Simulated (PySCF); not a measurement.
Phosphorus pentafluoride, PF5.
SMILES with atom numbers: `[F:1][P:2]([F:3])([F:4])([F:5])[F:6]`

Level of theory: PySCF 2.14.0, PBE0-D3(BJ)/def2-SVP geometry optimisation, gas phase.

What internal coordinates does the optimisation give?

```json
{"bond": "F1–P2, P2–F6", "length (pm)": "159.4", "order": "single"}
{"bond": "P2–F3, P2–F4, P2–F5", "length (pm)": "156.8", "order": "single"}
```

Bonds in one row agree within 1 pm and their mean is given. Orders are formal, as drawn. A selection of angles:
```json
{"angle": "F1–P2–F3", "degrees": "90.0"}
{"angle": "F1–P2–F6", "degrees": "180.0"}
{"angle": "F3–P2–F4", "degrees": "120.0"}
```

The 5 F–P bonds span 1.568 Å (P2–F3, drawn single) to 1.594 Å (P2–F6, drawn single), a spread of 0.026 Å. P2 (phosphorus bonded to 5 F) is trigonal bipyramidal (τ5 = (β − α)/60° = 1.00 from the two widest angles, 180.0° and 120.0° (0 for a square pyramid, 1 for a trigonal bipyramid)).

Point group: D3h (every atom within 0.08 Å of its image). No PBE0-D3(BJ)/def2-SVP frequencies stand behind this structure, so it isn't proved a minimum.
